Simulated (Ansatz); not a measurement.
## How far each method lies from UCCSDT(Q) for Cl–CH–Ga, doublet

Geometry: displaced at random from a stationary point.

```json
{"atom": "Cl", "x (Å)": "0.0689", "y (Å)": "-0.2103", "z (Å)": "1.9898"}
{"atom": "C", "x (Å)": "-0.0960", "y (Å)": "0.8963", "z (Å)": "0.6702"}
{"atom": "Ga", "x (Å)": "-0.0194", "y (Å)": "-0.0740", "z (Å)": "-1.1423"}
{"atom": "H", "x (Å)": "0.0637", "y (Å)": "1.8379", "z (Å)": "1.0413"}
```

Basis cc-pVDZ; Ansatz 0.2.0. Only valence electrons are correlated (noble-gas cores and the filled d shells of p-block atoms frozen), which leaves 15 electrons in 44 orbitals. R marks a restricted (for open shells ROHF) determinant, U an unrestricted one. No spin–orbit coupling is included, and no scalar relativity.

Full CI isn't at hand for all of this; UCCSDT(Q) serves as the reference, and is uncertain by about the last step of the cluster series.

```
UHF ⟨S²⟩                          : 0.787
T1 diagnostic (RCCSD)             : 0.0236
largest doubles amplitude (RCCSD) : 0.074
T1 diagnostic (UCCSD)             : 0.0234
```

Problem. From what is known of these methods and the diagnostics, rank them by the size of their error in total energy against UCCSDT(Q) in cc-pVDZ, smallest first (an estimate: the text doesn't fix the numbers).
A. UCCSDT
B. UCCSD
C. UCCSD(T)
D. UHF
E. UMP2

Solution. A (2.1 kJ/mol), C (4.9 kJ/mol), B (29.2 kJ/mol), E (128.6 kJ/mol), D (886.5 kJ/mol).

All errors are against UCCSDT(Q) in cc-pVDZ. Within each family the higher level lies nearer, as is usual though not guaranteed.
